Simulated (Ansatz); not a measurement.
A made-up structure of NaAlBH$_{2}$, doublet:

B1  (0.684, -0.478, 0.323)
Al2  (-0.870, 0.608, -0.411)
Na3  (2.594, -1.813, 1.226)
H4  (-2.305, 0.297, -0.020)
H5  (-0.642, 1.763, -1.373)
(Å)

It is relaxed with PBE-D4/def2-SVP and then PBE0-D4/def2-TZVP (Ansatz 0.2.0). Atoms count as bonded within 1.22 times the sum of their covalent radii (H–H: 0.88 Å). The end point is not checked to be a true minimum.

Q: Does its bonding change? (Judge from chemistry; the calculation decides.)

A: Computed: No: no bond forms or breaks.

Where it ends: The first stage lowers the energy by 0.15 eV in 3 steps. It ends as NaAlBH₂ ([Na][B][AlH2]):
```
5
angstrom
B 0.7262 -0.5076 0.3432
Al -0.8682 0.6068 -0.4104
Na 2.6043 -1.8202 1.2311
H -2.3801 0.2735 0.0059
H -0.6205 1.8237 -1.4243
```

Labels in which every atom is bracketed show which atoms are joined, not bond orders.

For scale, one of the runs: PBE0-D4/def2-TZVP relaxation, 112 basis functions, launched by `ansatz run in.yaml --threads 2 --pin off --events-out ev --progress --plain --max-ram 4352MiB`. Hardware: 2 CPU threads of an Intel Xeon 6975P-C, shared host. Wall time about 22 s.
